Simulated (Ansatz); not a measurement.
## Counterpoise correction, worked out

The pair of SiH4 (SMILES [SiH4], atoms 1–5) and SiH4 (SMILES [SiH4], atoms 6–10), both closed shells, in one local arrangement (a lower one may exist), relaxed at PBE0-D4/def2-TZVP:

Si1  (0.024, -0.166, -2.003)
H2  (-1.133, 0.760, -1.908)
H3  (0.033, -0.814, -3.340)
H4  (-0.093, -1.211, -0.953)
H5  (1.286, 0.590, -1.808)
Si6  (-0.024, 0.166, 2.003)
H7  (1.121, -0.764, 1.837)
H8  (0.044, 0.803, 3.343)
H9  (-1.298, -0.583, 1.873)
H10  (0.040, 1.219, 0.956)
(Å)

Program: Ansatz 0.2.0. Basis: def2-TZVPPD. Cores are frozen in the correlated methods.

MP2 total energies in eV:

| system | geometry | basis functions | energy |
| --- | --- | --- | --- |
| pair | pair | all | -15858.97489 |
| SiH4 | as in the pair | all (partner as ghosts) | -7929.47242 |
| SiH4 | as in the pair | all (partner as ghosts) | -7929.47243 |
| SiH4 | as in the pair | its own | -7929.46771 |
| SiH4 | as in the pair | its own | -7929.46771 |
| SiH4 | free (PBE0-D4 minimum) | its own | -7929.46807 |
| SiH4 | free (PBE0-D4 minimum) | its own | -7929.46806 |

Work out the interaction energy with and without the counterpoise correction, the superposition error, and the binding energy from the relaxed fragments.

Without correction: -15858.97489 − (-7929.46771) − (-7929.46771) = -0.03947 eV.
With correction (each fragment in the whole basis): -15858.97489 − (-7929.47242) − (-7929.47243) = -0.03004 eV = -0.69 kcal/mol.
The superposition error is the difference, 0.00943 eV, 24 % of the uncorrected value: each fragment borrows its partner's functions.
Deformation from the free shapes: 0.00036 eV for SiH4 and 0.00035 eV for SiH4.
Binding energy from relaxed fragments: -0.03004 + 0.00036 + 0.00035 = -0.02933 eV = -0.68 kcal/mol (electronic, without zero-point energy; negative means bound). For comparison, the corrected interaction energy by CCSD(T) at an estimated basis limit (MP2 extrapolated from triple and quadruple zeta, plus CCSD(T) − MP2 in triple zeta) is -0.042 eV.

The T1 diagnostic stays at or below 0.012.

For scale, one of the runs: CCSD(T)/def2-TZVPPD, 232 basis functions, launched by `ansatz run in.yaml --threads 2 --pin off --events-out ev --progress --plain --max-ram 5222MiB`. Hardware: 2 CPU threads of an Arm Neoverse V2, shared host. Wall time 42 s; peak host memory 3.7 GiB.
